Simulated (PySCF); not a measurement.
Working out the ionisation energy of Al

Al [Ne] 3s2 3p1 (2P) → Al+ [Ne] 3s2 (1S). All numbers are calculated (PySCF 2.14, no relativity, point nucleus, in dyall-av2z). Frozen: [Ne]; the 15 highest virtual orbitals dropped. Energies in hartree (1 hartree = 27.21139 eV):

| part | Al (lower) | Al+ (upper) |
| --- | --- | --- |
| UHF | -241.874174 | -241.668739 |
| MP2 opposite-spin | -0.029522 | -0.025743 |
| MP2 same-spin | -0.002313 | 0.000000 |

What does Hartree-Fock give?

(-241.668739) − (-241.874174) = 0.205435 hartree = 5.590 eV.

What do MP2 and SCS-MP2 (6/5 opposite-spin, 1/3 same-spin) give?

The opposite-spin parts differ by 0.103 eV and the same-spin parts by 0.063 eV. MP2: 5.590 + (0.103) + (0.063) = 5.756 eV. SCS-MP2: 5.590 + 1.2 × (0.103) + (0.063)/3 = 5.735 eV.

Measured between the centres of the two terms (NIST): 5.977 eV, so MP2 (valence) is off by -0.221 eV.

A double-zeta basis recovers only part of the correlation energy.

What remains against the reference includes basis incompleteness, the frozen core and correlation beyond second order.
